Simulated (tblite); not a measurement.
A geometry optimisation, step by step.

Compound: C₂H₂NO₂S (charge -1).
SMILES with atom numbers: `[N:1]#[C:2][CH2:3][S@:4](=[O:5])[O-:6]` (hydrogens: H7, H8 on C3)
Bond orders are those of one Lewis drawing.

Computed with GFN2-xTB (tblite), gas phase: L-BFGS steps from a force-field or distance-geometry start until the largest atomic force falls under 0.01 eV/Å. 11 of its 65 geometries are shown.

Step 0: E = -537.1338 eV, largest atomic force 7.515 eV/Å
```
atom  x, y, z in Å  |  force x, y, z in eV/Å
N1     -2.496    0.741    0.163   -0.724   0.417   0.020
C2     -1.529    0.141    0.076    2.387  -1.785  -0.101
C3     -0.267   -0.625    0.008   -2.694  -1.014  -1.490
S4      1.058    0.559    0.278    6.417   2.337   3.136
O5      0.932    1.783   -0.587   -0.187  -1.628  -0.459
O6      2.589   -0.149    0.227   -4.587   1.269  -0.852
H7     -0.104   -1.049   -0.998   -0.472  -0.172   0.314
H8     -0.174   -1.391    0.808   -0.141   0.575  -0.568
```

Step 6: E = -538.6626 eV, largest atomic force 0.421 eV/Å
```
atom  x, y, z in Å  |  force x, y, z in eV/Å
N1     -2.466    0.722    0.162   -0.067  -0.044   0.010
C2     -1.507    0.085    0.071    0.135  -0.129   0.007
C3     -0.311   -0.638   -0.010    0.061   0.075   0.073
S4      1.215    0.687    0.428   -0.290   0.147  -0.267
O5      0.974    1.704   -0.611    0.153   0.105   0.054
O6      2.423   -0.121    0.154    0.007  -0.227   0.003
H7     -0.122   -1.055   -0.999    0.067   0.142   0.142
H8     -0.197   -1.376    0.780   -0.066  -0.069  -0.022
```

Step 13: E = -538.6900 eV, largest atomic force 0.149 eV/Å
```
atom  x, y, z in Å  |  force x, y, z in eV/Å
N1     -2.484    0.689    0.164   -0.100  -0.006   0.024
C2     -1.512    0.070    0.082   -0.014  -0.068  -0.022
C3     -0.304   -0.624    0.011   -0.007   0.094   0.000
S4      1.209    0.714    0.409   -0.090  -0.050  -0.029
O5      1.022    1.740   -0.636    0.056  -0.134   0.031
O6      2.364   -0.176    0.148    0.078  -0.005  -0.017
H7     -0.080   -1.011   -0.980    0.026   0.079   0.044
H8     -0.205   -1.392    0.777    0.051   0.089  -0.031
```

Step 19: E = -538.7034 eV, largest atomic force 0.148 eV/Å
```
atom  x, y, z in Å  |  force x, y, z in eV/Å
N1     -2.539    0.641    0.176   -0.056  -0.055  -0.001
C2     -1.548    0.056    0.084   -0.011   0.045   0.015
C3     -0.312   -0.586    0.018    0.079   0.029  -0.006
S4      1.217    0.704    0.405    0.073   0.041   0.026
O5      1.064    1.714   -0.659    0.001   0.005  -0.025
O6      2.346   -0.222    0.149    0.007  -0.025   0.044
H7     -0.039   -0.942   -0.967   -0.078  -0.009  -0.125
H8     -0.180   -1.357    0.770   -0.016  -0.032   0.072
```

Step 26: E = -538.7107 eV, largest atomic force 0.085 eV/Å
```
atom  x, y, z in Å  |  force x, y, z in eV/Å
N1     -2.587    0.579    0.181    0.062   0.002   0.029
C2     -1.557    0.061    0.099   -0.067  -0.043  -0.030
C3     -0.307   -0.556    0.017   -0.044  -0.015  -0.003
S4      1.237    0.708    0.403    0.061  -0.005  -0.011
O5      1.109    1.700   -0.681    0.017   0.038  -0.029
O6      2.350   -0.245    0.175   -0.016   0.016   0.052
H7     -0.064   -0.904   -0.985   -0.030   0.001   0.042
H8     -0.173   -1.334    0.767    0.016   0.007  -0.050
```

Step 32: E = -538.7135 eV, largest atomic force 0.048 eV/Å
```
atom  x, y, z in Å  |  force x, y, z in eV/Å
N1     -2.610    0.557    0.197    0.019  -0.001   0.020
C2     -1.577    0.047    0.104    0.036   0.005   0.018
C3     -0.315   -0.544    0.013   -0.005  -0.025  -0.026
S4      1.248    0.720    0.397   -0.048  -0.005   0.002
O5      1.154    1.699   -0.702    0.001  -0.017  -0.017
O6      2.353   -0.250    0.206   -0.019   0.002   0.025
H7     -0.086   -0.891   -0.991    0.014   0.016  -0.021
H8     -0.160   -1.329    0.751    0.002   0.026  -0.002
```

Step 38: E = -538.7170 eV, largest atomic force 0.094 eV/Å
```
atom  x, y, z in Å  |  force x, y, z in eV/Å
N1     -2.613    0.541    0.245   -0.027   0.005   0.020
C2     -1.583    0.034    0.116    0.002   0.049  -0.024
C3     -0.321   -0.544   -0.015    0.041   0.058   0.026
S4      1.229    0.734    0.389    0.009   0.028  -0.002
O5      1.200    1.679   -0.744   -0.042  -0.044  -0.013
O6      2.333   -0.250    0.281   -0.002  -0.003   0.028
H7     -0.100   -0.871   -1.026    0.007  -0.025   0.029
H8     -0.137   -1.314    0.730    0.013  -0.068  -0.063
```

Step 45: E = -538.7225 eV, largest atomic force 0.110 eV/Å
```
atom  x, y, z in Å  |  force x, y, z in eV/Å
N1     -2.612    0.525    0.321    0.100  -0.032  -0.033
C2     -1.583    0.034    0.133   -0.077   0.010   0.027
C3     -0.319   -0.531   -0.047   -0.024  -0.024   0.019
S4      1.202    0.761    0.379    0.086  -0.020  -0.040
O5      1.246    1.626   -0.817   -0.021  -0.050   0.011
O6      2.304   -0.233    0.406   -0.030   0.070   0.014
H7     -0.121   -0.848   -1.067    0.002   0.075  -0.005
H8     -0.108   -1.324    0.666   -0.035  -0.029   0.005
```

Step 51: E = -538.7303 eV, largest atomic force 0.095 eV/Å
```
atom  x, y, z in Å  |  force x, y, z in eV/Å
N1     -2.610    0.501    0.407    0.010  -0.002  -0.009
C2     -1.585    0.020    0.172    0.006  -0.010   0.019
C3     -0.324   -0.524   -0.069   -0.001   0.003  -0.010
S4      1.183    0.794    0.359    0.030  -0.006  -0.069
O5      1.304    1.514   -0.928    0.016  -0.047   0.081
O6      2.280   -0.181    0.576   -0.057   0.051  -0.019
H7     -0.143   -0.747   -1.117   -0.008   0.007   0.000
H8     -0.096   -1.368    0.575    0.003   0.003   0.007
```

Step 58: E = -538.7316 eV, largest atomic force 0.017 eV/Å
```
atom  x, y, z in Å  |  force x, y, z in eV/Å
N1     -2.611    0.474    0.466    0.001   0.003  -0.004
C2     -1.589    0.007    0.195    0.001  -0.008   0.010
C3     -0.328   -0.514   -0.094   -0.001   0.003   0.007
S4      1.170    0.816    0.340    0.014  -0.008  -0.006
O5      1.371    1.452   -0.978   -0.003  -0.002   0.005
O6      2.243   -0.150    0.675   -0.013   0.007   0.001
H7     -0.174   -0.705   -1.151    0.001  -0.002  -0.005
H8     -0.072   -1.371    0.523   -0.001   0.008  -0.007
```

Step 64: E = -538.7318 eV, largest atomic force 0.004 eV/Å
```
atom  x, y, z in Å  |  force x, y, z in eV/Å
N1     -2.612    0.456    0.501   -0.002   0.000   0.003
C2     -1.591   -0.001    0.210    0.001   0.001  -0.004
C3     -0.331   -0.507   -0.108    0.000  -0.001   0.002
S4      1.164    0.829    0.328    0.001   0.000   0.000
O5      1.413    1.410   -1.008   -0.001   0.001  -0.001
O6      2.217   -0.129    0.736    0.001  -0.001   0.002
H7     -0.193   -0.676   -1.172    0.000   0.000   0.000
H8     -0.058   -1.373    0.488    0.000   0.000   0.000
```

Problem. Summarise the path.

Solution. The energy falls by 1.5980 eV from step 0 to step 64; nine tenths of that is first reached at step 3. It rises by more than 0.2 meV at steps 2 and 52. The largest force goes from 7.515 to 0.004 eV/Å. Among the bonds C3–S4 changes most, from 1.798 to 2.051 Å; the atoms move by 0.447 Å rms after alignment.

What follows is the cost of the whole relaxation. On one thread of an Arm Neoverse V1, no GPU, on a shared host, this took 0.27 s wall.
